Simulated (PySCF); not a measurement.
## NaO: frontier orbitals

PBE0 at R = 2.052 Å; basis Na x2c-TZVPPall, O x2c-TZVPPall; spin-free X2C with a Gaussian nucleus; PySCF 2.14. State: ²Σ⁺ (doublet), unpaired electrons σ ↑, a second solution, started from another occupation. Only the outer orbitals are listed, counted within each symmetry.

```csv
spin,orbital,occ.,ε (eV),on Na (%),main shells (%)
α,4σ,1,-32.74,99,100 Na p
α,1π,1,-32.74,100,100 Na p
α,1π,1,-32.74,100,100 Na p
α,5σ,1,-22.22,2,98 O s
α,6σ,1,-7.79,4,96 O p
α,2π,1,-5.54,5,95 O p
α,2π,1,-5.54,5,95 O p
α,7σ,0,-1.61,99,"80 Na s, 19 Na p"
α,3π,0,0.41,99,96 Na p
α,3π,0,0.41,99,96 Na p
β,1π,1,-32.72,100,100 Na p
β,1π,1,-32.72,100,100 Na p
β,4σ,1,-32.66,100,100 Na p
β,5σ,1,-19.93,2,98 O s
β,2π,1,-4.81,6,94 O p
β,2π,1,-4.81,6,94 O p
β,6σ,0,-1.83,85,"73 Na s, 14 O p, 12 Na p"
β,7σ,0,-0.40,32,"67 O p, 22 Na s, 10 Na p"
β,3π,0,0.42,98,96 Na p
```

**Question.** Which are the highest filled and the lowest empty level, where do they sit, and how wide is the gap?

**Answer.** Highest filled β 2π at -4.81 eV (in %: 94 O p); lowest empty β 6σ at -1.83 eV (in %: 73 Na s, 14 O p, 12 Na p); the gap at PBE0 is 2.98 eV.

- bond order (Mayer): 0.54
- ⟨S²⟩: 0.755
- charge on Na (Mulliken, basis-dependent): 0.72
- charge on Na (Löwdin, basis-dependent): 0.47
- dipole moment (positive dipole means Na(−)O(+)): -8.15 D
